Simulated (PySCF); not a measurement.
Species: C4H11OP.
Geometry (PBE0-D3(BJ)/def2-TZVP, Å), atoms numbered from 1 in this order:
```
atom  x, y, z in Å
C1    -2.2585    0.3281   -0.1414
C2    -1.5086   -0.9223    0.2941
P3     0.2622   -0.9229   -0.0833
O4     0.9697   -2.1794    0.2470
C5     0.9646    0.5597    0.6799
C6     2.4571    0.6708    0.4027
H7    -1.9618    1.2013    0.4425
H8    -3.3347    0.1983   -0.0133
H9    -2.0798    0.5552   -1.1958
H10   -1.5998   -1.0967    1.3706
H11   -1.9064   -1.8153   -0.1973
H12    0.2717   -0.5818   -1.4645
H13    0.4217    1.4356    0.3107
H14    0.7711    0.4832    1.7550
H15    2.6534    0.7864   -0.6659
H16    2.8860    1.5335    0.9158
H17    2.9767   -0.2267    0.7409
```

Level: wB97X-D/pcSseg-2 in PySCF, non-relativistic, on one gas-phase PBE0-D3(BJ)/def2-TZVP geometry that isn't relaxed in the solvent. The solvent is an IEF-PCM continuum (cavity from Bondi-type radii × 1.2). The model holds no explicit solvent molecules, cavitation or dispersion.

Gas phase at wB97X-D/pcSseg-2: HOMO -9.48 eV, LUMO 2.07 eV, dipole 4.45 D.

Q: What does the continuum do to the energy, the frontier levels and the dipole at wB97X-D/pcSseg-2 in chloroform?

A: 
| solvent | ε | E(solvent) − E(gas) (kcal/mol) | polarisation term (kcal/mol) | distortion of the solute (kcal/mol) | HOMO (eV) | LUMO (eV) | dipole (D) |
| --- | --- | --- | --- | --- | --- | --- | --- |
| chloroform | 4.711 | -7.29 | -8.46 | 1.17 | -9.66 | 2.44 | 5.50 |

The first energy column is the sum of the next two and covers electrostatics alone.

Q: Which radius a makes the point-dipole formula ΔE = −[(ε − 1)/(2ε + 1)]·μ²/a³ give the value in chloroform, with the gas-phase dipole?

A: μ = 1.749 au and |ΔE| = 0.01162 Eh give a = 2.40 Å; the farthest nucleus lies 3.35 Å from the centroid of the nuclei, so such a sphere wouldn't even hold the nuclei. The formula assumes a rigid point dipole at the centre of a sphere.

Q: Give the dipole vector in the frame of the coordinates (D, pointing from negative to positive charge), gas and chloroform.

A: Gas (-2.28, 3.81, -0.18), solvent (-2.83, 4.71, -0.30). Its length changes by +24 % and its direction by less than 1°.

Time: 2.2 min wall; peak memory 2.0 GiB. Hardware: an Arm Neoverse V1 with one thread, no GPU, shared host with 32 logical CPUs at a one-minute load of 22. This is the whole shielding run at wB97X-D/pcSseg-2 in chloroform, SCF included.

Note: wB97X-D ran without an empirical dispersion term, which enters the total energy and its gradient alone.
